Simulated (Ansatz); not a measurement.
Litharge PbO was calculated with PBE-D3(BJ) (Ansatz, a quantum-chemistry and plane-wave program, plane waves, PAW).

Numerical settings: plane-wave cutoff 520 eV, 10×10×8 k mesh (along the axes of the cell as run), perturbation theory, scalar-relativistic PAW data made under PBE.

Computed at the level's own relaxed cell.

### Question
What does this level give for the high-frequency dielectric constant (mean over three axes) and static dielectric constant (mean over three axes)?

### Answer

* **high-frequency dielectric constant (mean over three axes)**: 6.57
* **static dielectric constant (mean over three axes)**: 17.1

Note: the dispersion coefficients are held fixed in the derivatives.

Spin–orbit coupling is not included; it can shift volumes and moduli of such heavy elements.
